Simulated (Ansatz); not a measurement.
Geometry optimisation, RKS BHLYP-D4/def2-SVP in Ansatz.

Input:

```yaml
crystal:
  periodic: [false, false, false]
  atoms:
    - { symbol: Al, position_ang: [-0.002957, 0.251374, -0.075858] }
    - { symbol: H, position_ang: [0.007816, 0.191609, 1.491853] }
    - { symbol: H, position_ang: [1.368285, 0.350046, -0.837867] }
    - { symbol: H, position_ang: [-1.386169, 0.277712, -0.821959] }
    - { symbol: Cl, position_ang: [0.096009, -2.835231, 1.403486] }
    - { symbol: H, position_ang: [0.066116, -1.616309, 1.938344] }
basis:
  gaussian: { orbitals: def2-SVP }
hamiltonian:
  xc: { name: BHLYP }
  dispersion: d4
relax:
  f_tol: 0.03
  max_steps: 50
```

Command:

```bash
$ ansatz run input.yaml --threads 1 --pin off --max-ram 2048MiB --backend cpu --events-out ev --progress --plain --runs-dir out
```

Where does it end, and by what steps?

The run converged. The force dipped under the threshold on the way, but the program's further checks kept it going. After 11 steps the energy has fallen by 0.223 eV; Cl5 moved furthest, 0.64 Å. Joined: Al1–Cl5.

| step | energy less start (eV) | largest force component (eV/Å) | accepted |
| --- | --- | --- | --- |
| 0 | 0.0000 | 1.214 | yes |
| 1 | -0.0387 | 1.124 | yes |
| 2 | -0.0714 | 1.414 | yes |
| 3 | -0.1093 | 1.366 | yes |
| 4 | -0.0463 | 1.216 | no |
| 5 | -0.1874 | 0.275 | yes |
| 6 | -0.2075 | 0.164 | yes |
| 7 | -0.2205 | 0.038 | yes |
| 8 | -0.2223 | 0.028 | yes |
| 9 | -0.2225 | 0.021 | yes |
| 10 | -0.2229 | 0.034 | yes |
| 11 | -0.2229 | 0.000 | yes |

```xyz
6
Properties=species:S:1:pos:R:3
Al 0.001 0.165 0.014
H -0.004 0.690 1.507
H 1.364 0.119 -0.779
H -1.367 0.042 -0.761
Cl 0.079 -2.383 0.944
H 0.076 -2.014 2.173
```

Whether the end is a true minimum wasn't checked by a vibrational analysis.

Time of the run: 17 s on 1 thread of Arm Neoverse V1, on a shared host, peak memory 0.11 GiB.
